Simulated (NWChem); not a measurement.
System: LiF anion, doublet; SMILES of the neutral closed-shell parent [Li][F]

The following NWChem deck was run.

```
start job
memory heap 200 mb stack 900 mb global 1100 mb
charge -1
geometry units angstroms noautoz
  Li     0.000000     0.000000    -1.285302
  F      0.000000     0.000000     0.353597
end
basis spherical
  Li library aug-cc-pvdz
  F library aug-cc-pvdz
end
dft
  odft
  mult 2
  xc hfexch
  iterations 150
  mulliken
end
task dft energy
```

NWChem printed, in part:

```
             Northwest Computational Chemistry Package (NWChem) 7.3.0
             --------------------------------------------------------

 ORDER OF PRIMARY AXIS IS BEING SET TO 4
 C4V symmetry detected

                             Geometry "geometry" -> ""
                             -------------------------

 Output coordinates in angstroms (scale by  1.889725989 to convert to a.u.)

  No.       Tag          Charge          X              Y              Z
 ---- ---------------- ---------- -------------- -------------- --------------
    1 Li                   3.0000     0.00000000     0.00000000    -1.22917425
    2 F                    9.0000     0.00000000     0.00000000     0.40972475

 Effective nuclear repulsion energy (a.u.)       8.7179171645

      Symmetry information
      --------------------

 Group name             C4v
 Group number             18
 Group order               8
 No. of unique centers     2

  xc_inp: hfexch multiplicative factor not found.

                                 NWChem DFT Module
                                 -----------------

 Summary of "ao basis" -> "ao basis" (spherical)
 ------------------------------------------------------------------------------
       Tag                 Description            Shells   Functions and Types
 ---------------- ------------------------------  ------  ---------------------
 Li                       aug-cc-pvdz                9       23   4s3p2d
 F                        aug-cc-pvdz                9       23   4s3p2d

      Symmetry analysis of basis
      --------------------------

        a1         18
        a2          0
        b1          4
        b2          4
        e          20

            General Information
            -------------------
          SCF calculation type: DFT
          Wavefunction type:  spin polarized.
          No. of atoms     :     2
          No. of electrons :    13
           Alpha electrons :     7
            Beta electrons :     6
          Charge           :    -1
          Spin multiplicity:     2
          Use of symmetry is: on ; symmetry adaption is: on
          Maximum number of iterations: 150
          AO basis - number of functions:    46
                     number of shells:    18
          Convergence on energy requested:  1.00D-06
          Convergence on density requested:  1.00D-05
          Convergence on gradient requested:  5.00D-04

              XC Information
              --------------
                     Hartree-Fock (Exact) Exchange  1.000

      Superposition of Atomic Density Guess
      -------------------------------------

 Sum of atomic energies:        -106.82100946

 Renormalizing density from      12.00 to     13

      Non-variational initial energy
      ------------------------------

 Total energy =    -111.585669
 1-e energy   =    -179.543822
 2-e energy   =      59.240236
 HOMO         =       0.081627
 LUMO         =       0.083192

   Symmetry analysis of molecular orbitals - initial alpha
   -------------------------------------------------------

 !! scf_movecs_sym_adapt:    8 vectors were symmetry contaminated

  Symmetry fudging

 !! scf_movecs_sym_adapt:    8 vectors were symmetry contaminated

  Numbering of irreducible representations:

     1 a1          2 a2          3 b1          4 b2          5 e

  Orbital symmetries:

     1 a1          2 a1          3 a1          4 a1          5 e
     6 e           7 a1          8 e           9 e          10 a1
    11 a1         12 e          13 e          14 a1         15 a1
    16 e          17 e

   Symmetry analysis of molecular orbitals - initial beta
   ------------------------------------------------------

 !! scf_movecs_sym_adapt:    8 vectors were symmetry contaminated

  Symmetry fudging

 !! scf_movecs_sym_adapt:    8 vectors were symmetry contaminated

  Numbering of irreducible representations:

     1 a1          2 a2          3 b1          4 b2          5 e

  Orbital symmetries:

     1 a1          2 a1          3 a1          4 a1          5 e
     6 e           7 a1          8 e           9 e          10 a1
    11 a1         12 e          13 e          14 a1         15 a1
    16 e          17 e

     ---------------------------------------------
      Total Density - Mulliken Population Analysis
     ---------------------------------------------

    Atom       Charge   Shell Charges
 -----------   ------   -------------------------------------------------------
    1 Li   3     3.33   1.93  0.20 -0.03  0.19  0.16 -0.10  0.96  0.02  0.01
    2 F    9     9.67   2.00  0.78  1.12  0.04  2.73  2.51  0.47  0.00  0.00

     --------------------------------------------
      Spin Density - Mulliken Population Analysis
     --------------------------------------------

    Atom       Charge   Shell Charges
 -----------   ------   -------------------------------------------------------
    1 Li   3     1.00   0.00  0.01 -0.05  0.19  0.01 -0.11  0.96  0.00  0.00
    2 F    9     0.00   0.00  0.00 -0.00 -0.00  0.00  0.00  0.00  0.00 -0.00

 !! scf_movecs_sym_adapt:    8 vectors were symmetry contaminated

  Symmetry fudging

 !! scf_movecs_sym_adapt:    4 vectors were symmetry contaminated

 !! scf_movecs_sym_adapt:    8 vectors were symmetry contaminated

  Symmetry fudging

 !! scf_movecs_sym_adapt:    8 vectors were symmetry contaminated

   convergence    iter        energy       DeltaE   RMS-Dens  Diis-err
 ---------------- ----- ----------------- --------- --------- ---------
 d= 0,ls=0.0,diis     1   -106.7787296610 -1.15D+02  1.62D-02  5.04D-01
                                                     9.79D-03  5.04D-01

 !! scf_movecs_sym_adapt:    8 vectors were symmetry contaminated

  Symmetry fudging

 !! scf_movecs_sym_adapt:    4 vectors were symmetry contaminated

 !! scf_movecs_sym_adapt:    8 vectors were symmetry contaminated

  Symmetry fudging

 !! scf_movecs_sym_adapt:    6 vectors were symmetry contaminated

 d= 0,ls=0.0,diis     2   -106.8767913749 -9.81D-02  6.93D-03  2.65D-01
                                                     3.94D-03  2.64D-01

 !! scf_movecs_sym_adapt:    8 vectors were symmetry contaminated

  Symmetry fudging

 !! scf_movecs_sym_adapt:    6 vectors were symmetry contaminated

 !! scf_movecs_sym_adapt:    8 vectors were symmetry contaminated

  Symmetry fudging

 !! scf_movecs_sym_adapt:    8 vectors were symmetry contaminated

 d= 0,ls=0.0,diis     3   -106.9593140528 -8.25D-02  7.61D-03  1.03D-03
                                                     4.25D-04  6.31D-04

 !! scf_movecs_sym_adapt:    8 vectors were symmetry contaminated

  Symmetry fudging

 !! scf_movecs_sym_adapt:    2 vectors were symmetry contaminated

 !! scf_movecs_sym_adapt:    8 vectors were symmetry contaminated

  Symmetry fudging

 !! scf_movecs_sym_adapt:    4 vectors were symmetry contaminated

 d= 0,ls=0.0,diis     4   -106.9641193653 -4.81D-03  5.96D-03  2.73D-04
                                                     1.77D-04  2.57D-05

 !! scf_movecs_sym_adapt:    8 vectors were symmetry contaminated

  Symmetry fudging

 !! scf_movecs_sym_adapt:    4 vectors were symmetry contaminated

 !! scf_movecs_sym_adapt:    8 vectors were symmetry contaminated

  Symmetry fudging

 !! scf_movecs_sym_adapt:    2 vectors were symmetry contaminated

 d= 0,ls=0.0,diis     5   -106.9669251160 -2.81D-03  7.67D-03  1.39D-04
                                                     3.48D-04  1.49D-05

 !! scf_movecs_sym_adapt:    4 vectors were symmetry contaminated

  Symmetry fudging

 !! scf_movecs_sym_adapt:    4 vectors were symmetry contaminated

 !! scf_movecs_sym_adapt:    8 vectors were symmetry contaminated

  Symmetry fudging

 !! scf_movecs_sym_adapt:    6 vectors were symmetry contaminated

  Resetting Diis
 d= 0,ls=0.0,diis     6   -106.9689927098 -2.07D-03  2.04D-03  1.84D-05
                                                     8.68D-05  1.11D-06

 !! scf_movecs_sym_adapt:    2 vectors were symmetry contaminated

  Symmetry fudging

 !! scf_movecs_sym_adapt:    2 vectors were symmetry contaminated

 !! scf_movecs_sym_adapt:    8 vectors were symmetry contaminated

  Symmetry fudging

 !! scf_movecs_sym_adapt:    8 vectors were symmetry contaminated

 d= 0,ls=0.0,diis     7   -106.9691762399 -1.84D-04  3.75D-04  3.65D-06
                                                     1.67D-05  5.95D-07

 !! scf_movecs_sym_adapt:    2 vectors were symmetry contaminated

  Symmetry fudging

 !! scf_movecs_sym_adapt:    2 vectors were symmetry contaminated

 !! scf_movecs_sym_adapt:    8 vectors were symmetry contaminated

  Symmetry fudging

 !! scf_movecs_sym_adapt:    8 vectors were symmetry contaminated

 d= 0,ls=0.0,diis     8   -106.9691923871 -1.61D-05  4.35D-04  1.69D-06
                                                     1.95D-05  1.48D-07

 !! scf_movecs_sym_adapt:    6 vectors were symmetry contaminated

  Symmetry fudging

 !! scf_movecs_sym_adapt:    2 vectors were symmetry contaminated

 !! scf_movecs_sym_adapt:    8 vectors were symmetry contaminated

  Symmetry fudging

 !! scf_movecs_sym_adapt:    8 vectors were symmetry contaminated

 d= 0,ls=0.0,diis     9   -106.9692040892 -1.17D-05  3.45D-04  5.00D-07
                                                     1.87D-05  2.17D-07

 !! scf_movecs_sym_adapt:    6 vectors were symmetry contaminated

  Symmetry fudging

 !! scf_movecs_sym_adapt:    2 vectors were symmetry contaminated

 !! scf_movecs_sym_adapt:    8 vectors were symmetry contaminated

  Symmetry fudging

 !! scf_movecs_sym_adapt:    6 vectors were symmetry contaminated

 d= 0,ls=0.0,diis    10   -106.9692083885 -4.30D-06  1.19D-04  6.19D-08
                                                     6.70D-06  1.06D-08

 !! scf_movecs_sym_adapt:    4 vectors were symmetry contaminated

  Symmetry fudging

 !! scf_movecs_sym_adapt:    2 vectors were symmetry contaminated

 !! scf_movecs_sym_adapt:    8 vectors were symmetry contaminated

  Symmetry fudging

[...]
```

Level: UHF/aug-cc-pVDZ. Geometry: optimised at B3LYP/def2-SVPD, spin-unrestricted. The spin multiplicity was typed, not searched, and may not be the lowest. No stability test was run on the SCF state.
